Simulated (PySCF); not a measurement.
# One shape, several levels: doublet [BHO2]+

Wanted: a comparison of 5 runs (U-r2SCAN/STO-6G, UB2PLYP/STO-6G, UPBE0/STO-6G, USVWN5/STO-6G, ROCCSD(T)/STO-6G) of doublet [BHO2]+. The job is set up through a Python script.

The results are computed with PySCF 2.14.0.

6 further runs of the same task are left out: 6 set aside as unsound or not needed.

## Step 1: Starting point

[BHO2]+: 4 atoms, total charge +1, spin state doublet. As SMILES of the parent species, `O=BO`. Geometry: relaxed at PBE0-D4/def2-TZVP. That shape belongs to the parent species and isn't relaxed for this state.

Bond lengths: O1–B2 1.210 Å, B2–O3 1.322 Å, O3–H4 0.960 Å. Angles: O1–B2–O3 177.5°, B2–O3–H4 117.0°.

## Step 2: The energy at U-r2SCAN/STO-6G (run 1)

File calc.py:

```python
from pyscf import gto, dft

mol = gto.Mole()
mol.atom = [
    ('O', (-1.555100, 0.523500, 0.428500)),
    ('B', (-0.423900, 0.132000, 0.248600)),
    ('O', (0.816700, -0.302000, 0.108600)),
    ('H', (1.162300, -0.353500, -0.785700)),
]
mol.max_memory = 1860
mol.charge = 1
mol.spin = 1
mol.basis = 'sto-6g'
mol.verbose = 3
mol.build()

mf = dft.UKS(mol, xc='r2scan')
mf.grids.level = 5
mf.conv_tol = 1e-10
mf.kernel()
if not mf.converged:
    mf = mf.newton().run(mf.mo_coeff, mf.mo_occ)

e_tot = mf.e_tot
print('E = %.10f Eh' % e_tot)
```

Started as:

```
OMP_NUM_THREADS=1 python calc.py
```

The program printed:

```text
converged SCF energy = -174.839496135132  <S^2> = 0.77166505  2S+1 = 2.021549
E = -174.8394961351 Eh
```

Run time: 6 s. Hardware: 1 thread of Intel Xeon 6975P-C (Granite Rapids), shared host; peak memory 0.2 GiB.

## Step 3: A single-point energy at UB2PLYP/STO-6G (run 2)

File calc.py:

```python
from pyscf import gto, dft, mp

mol = gto.Mole()
mol.atom = '''
O     -2.938713     0.989272     0.809748
B     -0.801055     0.249444     0.469786
O      1.543339    -0.570697     0.205224
H      2.196429    -0.668018    -1.484758
'''
mol.max_memory = 1860
mol.unit = 'bohr'
mol.basis = 'sto-6g'
mol.charge = 1
mol.verbose = 3
mol.spin = 1
mol.build()

myscf = dft.UKS(mol, xc='0.53*HF + 0.47*B88, 0.73*LYP')
myscf.conv_tol = 1e-10
myscf.grids.level = 5
myscf.kernel()
if not myscf.converged:
    myscf = myscf.newton().run(myscf.mo_coeff, myscf.mo_occ)

pt = mp.MP2(myscf, frozen=3).run()
energy = myscf.e_tot + 0.27 * pt.e_corr
print('PT2 part  %.8f' % (0.27 * pt.e_corr))
print(f'total energy: {energy:.8f} hartree')
```

Started as:

```
OMP_NUM_THREADS=1 python calc.py
```

The program printed:

```text
WARN: HOMO -0.407977801579617 >= LUMO -0.407977801579618

converged SCF energy = -174.624674592443  <S^2> = 0.80405955  2S+1 = 2.053348
E(UMP2) = -174.808736891847  E_corr = -0.184062299404056
E(SCS-UMP2) = -174.805234314  E_corr = -0.180559721557399
PT2 part  -0.04969682
total energy: -174.67437141 hartree
```

It took 6.6 s on 1 thread of Intel Xeon 6975P-C (Granite Rapids), shared host; peak memory 0.19 GiB.

Runs 3 to 4 aren't shown in full; the table further down has their settings and results.

## Step 4: The energy at ROCCSD(T)/STO-6G (run 5)

File calc.py:

```python
from pyscf import gto, cc

molecule = gto.M(
    atom='''
O     -2.938713     0.989272     0.809748
B     -0.801055     0.249444     0.469786
O      1.543339    -0.570697     0.205224
H      2.196429    -0.668018    -1.484758
''',
    charge=1,
    verbose=4,
    spin=1,
    basis='sto-6g',
    max_memory=1860,
    unit='bohr',
)

mf = molecule.ROHF()
mf.conv_tol = 1e-10
mf.kernel()
if not mf.converged:
    mf = mf.newton().run(mf.mo_coeff, mf.mo_occ)

mycc = cc.CCSD(mf, frozen=3)
mycc.kernel()
e_t = mycc.ccsd_t()
etot = mycc.e_tot + e_t
print(f'total energy: {etot:.8f} hartree')
```

Started as:

```
OMP_NUM_THREADS=1 python calc.py
```

The program printed:

```text
PySCF version 2.14.0

[... 64 lines left out ...]
converged SCF energy = -174.071963131127
[... 1 line left out ...]
WARN: RCCSD method does not support ROHF method. ROHF object is converted to UHF object and UCCSD method is called.
[... 12 lines left out ...]
Init t2, MP2 energy = -0.119505814465318
[... 18 lines left out ...]
UCCSD converged
[... 2 lines left out ...]
total energy: -174.24155799 hartree
```

It took 0.99 s on 1 thread of Intel Xeon 6975P-C (Granite Rapids), shared host; peak memory 0.12 GiB.

## Step 5: Overview of the runs

| run | level | frozen core orbitals | integration grid | energy (Eh) | HOMO energy (eV) | LUMO energy (eV) | ⟨S²⟩ | wall time |
| --- | --- | --- | --- | --- | --- | --- | --- | --- |
| 1 | U-r2SCAN/STO-6G | – | 5 | -174.839496 | -16.02 | -14.34 | 0.772 | 6 s |
| 2 | UB2PLYP/STO-6G | 3 | 5 | -174.674371 | -18.97 | -10.90 | 0.804 | 6.6 s |
| 3 | UPBE0/STO-6G | – | 5 | -174.718809 | -17.40 | -13.24 | 0.779 | 4.5 s |
| 4 | USVWN5/STO-6G | – | 5 | -173.517783 | -15.60 | -15.06 | 0.757 | 2.7 s |
| 5 | ROCCSD(T)/STO-6G | 3 | – | -174.241558 | – | – | 0.750 | 0.99 s |

## Step 6: Results

| quantity | value |
| --- | --- |
| run 5: total energy | -174.24156 Eh |
| run 5: correlation energy (3 core orbitals frozen) | -169.6 mEh |
| run 5: (T) correction | -11.21 mEh |
| run 5: ⟨S²⟩ of the reference determinant | 0.750 |
| run 5: T1 diagnostic | 0.077 |

Totals of different functionals can't be ranked against each other. In run 5 the T1 diagnostic is large, so a single reference may not serve. In runs 1, 2, 3, 4, 5 the basis is minimal, so the values are rough. All runs together took 21 s, the longest 6.6 s.
